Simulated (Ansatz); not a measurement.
Worked example: correlation energy of GaGeCl⁺, doublet

Geometry: that of the GaGeCl, singlet, kept fixed.

```xyz
3

Cl    0.0000   -1.5772    0.4089
Ge    0.0000    0.5488    1.2292
Ga    0.0000    0.2303   -1.4886
```

Basis cc-pVDZ; Ansatz 0.2.0. Correlated methods freeze the noble-gas cores and the filled d shells of p-block atoms, which leaves 13 electrons in 39 orbitals. R marks a restricted (for open shells ROHF) determinant, U an unrestricted one. No spin–orbit coupling is included, and no scalar relativity.

Full CI isn't at hand for all of this; UCCSDT(Q) serves as the reference, and is uncertain by the last step of the cluster series or more.

UCCSD has a T1 diagnostic of 0.024 and a largest doubles amplitude of 0.06.

Runs differ by some tens of microhartree through their thresholds and, for an open shell, their frozen cores, so steps under 0.03 kcal/mol mean nothing.

Here the R and U totals at CCSDT(Q) differ by 0.16 kcal/mol, a measure of how far such totals hang on the determinant and its frozen core.

```json
{"level": "UHF", "total energy (hartree)": "-4457.853582"}
{"level": "UMP2", "total energy (hartree)": "-4458.078753"}
{"level": "UCCSD", "total energy (hartree)": "-4458.113950"}
{"level": "UCCSD(T)", "total energy (hartree)": "-4458.122495"}
{"level": "UCCSDT", "total energy (hartree)": "-4458.123689"}
{"level": "UCCSDT(Q)", "total energy (hartree)": "-4458.124459"}
```

Q: What is the correlation energy at UCCSDT(Q), and what share of it do UMP2 and UCCSD(T) recover?

A: E(corr) = -4458.124459 − (-4457.853582) = -0.270877 hartree = -7.371 eV. UMP2: -0.225171 / -0.270877 = 83.13 %. UCCSD(T): -0.268913 / -0.270877 = 99.27 %.

Q: By how many kcal/mol does UCCSD(T) miss UCCSDT(Q) (1 hartree = 627.509 kcal/mol), and which steps make up the rest?

A: -4458.122495 − (-4458.124459) = 0.001964 hartree = 1.23 kcal/mol. Steps: UCCSDT − UCCSD(T) = -0.75, UCCSDT(Q) − UCCSDT = -0.48 kcal/mol. Differences between like states or geometries often cancel part of this.
